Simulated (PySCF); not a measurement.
Isomers of C4H8. Gas-phase values, no solvent. One relaxed conformer stands for each flexible species; it need not be the lowest. Strings in code marks are SMILES.

Computed with PBE0-D3(BJ)/def2-TZVP run with PySCF. All candidates: neutral, multiplicity 1. 

```yaml
dipole_moment: 0.00 D
HOMO–LUMO gap: 7.64 eV
HOMO: -6.90 eV
```

Name which member has these values.
(A) `C1CCC1`
(B) `C/C=C/C`
(C) `CC1CC1`
(D) `C=C(C)C`

B, `C/C=C/C`. The others give `C=C(C)C`: 0.58 D, 7.60 eV, -7.04 eV; `C1CCC1`: 0.00 D, 9.96 eV, -8.57 eV; `CC1CC1`: 0.14 D, 9.47 eV, -7.89 eV
